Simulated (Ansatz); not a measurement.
# AlH4NS: the cost of one run

Program: Ansatz 0.2.0. Level of theory: UKS B3LYP/def2-SVP. These are calculated values, not measurements.

**1. The starting structure**

Bond lengths: Al1–S2 2.638 Å, Al1–N3 1.724 Å, Al1–H5 1.537 Å, S2–H6 1.331 Å, N3–H7 1.007 Å. Angles: Al1–S2–H6 92.2°, S2–Al1–N3 83.3°, S2–Al1–H5 116.9°, N3–Al1–H5 159.8°, Al1–N3–H7 151.7°.

Coordinates:

```xyz
7

Al   -1.0343    0.4335    0.0191
S     1.3326    0.6322    1.1669
N    -0.1863   -0.5728   -1.0944
H     0.8644   -0.1389   -0.3890
H    -2.1897    1.2117    0.6693
H     1.2626   -0.6089    1.6428
H    -0.0492   -0.9567   -2.0147
```

**2. A restrained relaxation towards end A**

Springs on the bonds that form and break draw the guess towards this end; the thresholds are loose.

The input, input.yaml:

```yaml
crystal:
  periodic: [false, false, false]
  atoms:
    - { symbol: Al, position_ang: [-1.0343, 0.4335, 0.0191] }
    - { symbol: S, position_ang: [1.3326, 0.6322, 1.1669] }
    - { symbol: "N", position_ang: [-0.1863, -0.5728, -1.0944] }
    - { symbol: H, position_ang: [0.8644, -0.1389, -0.389] }
    - { symbol: H, position_ang: [-2.1897, 1.2117, 0.6693] }
    - { symbol: H, position_ang: [1.2626, -0.6089, 1.6428] }
    - { symbol: H, position_ang: [-0.0492, -0.9567, -2.0147] }
magnetization:
  spin_polarized: true
basis:
  gaussian: { orbitals: def2-SVP }
hamiltonian:
  xc: b3lyp
relax:
  f_tol: 0.15
  max_steps: 25
  restrain:
    - { distance: [3, 1], at: 2.66, k: 30.0 }
    - { distance: [0, 1], at: 2.26, k: 30.0 }
    - { distance: [3, 2], at: 1.02, k: 30.0 }
```

Run with:

```sh
$ ansatz run input.yaml --threads 2 --pin off --max-ram 3072MiB --backend cpu --events-out ev --progress --plain --runs-dir out
```

**Question.** How long does this run take on 2 threads of Intel Xeon Platinum 8488C (Sapphire Rapids), shared host, and how much memory does it need?

About 14 s, with a peak of 0.19 GiB.
